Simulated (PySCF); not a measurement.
Thiophene, C4H4S, SMILES c1ccsc1, B3LYP/def2-SVP optimised geometry.

```
9

C     -0.06     1.07     0.00
C     -1.09     0.07     0.00
C     -0.58    -1.20     0.00
S      1.15    -1.20     0.00
C      1.20     0.53     0.00
H     -0.25     2.14     0.00
H     -2.16     0.30     0.00
H     -1.13    -2.14     0.00
H      2.16     1.05     0.00
```

Density from B3LYP/def2-TZVP in PySCF at that geometry.

Minimum of the electron density along straight lines between bonded atoms, close to the bond critical point (lines longer than 1.1 times the sum of covalent radii, or with two minima, are not listed):

```csv
bond,length / Å,ρ at the minimum / e bohr⁻³,∇²ρ there / e bohr⁻⁵,position (fraction from the first atom)
C1–C2,1.430,0.296,___,0.50
C2–C3,1.372,0.327,-0.95,0.49
C3–S4,1.731,0.213,-0.43,0.48
C1–C5,1.372,0.327,-0.95,0.49
S4–C5,1.731,0.213,-0.43,0.52
C1–H6,1.091,0.280,-0.99,0.65
C2–H7,1.091,0.280,-0.99,0.65
C3–H8,1.089,0.281,-0.99,0.65
C5–H9,1.089,0.281,-0.99,0.65
```

Some entries are withheld; supply them.


- C1–C2, ∇²ρ there / e bohr⁻⁵: -0.83
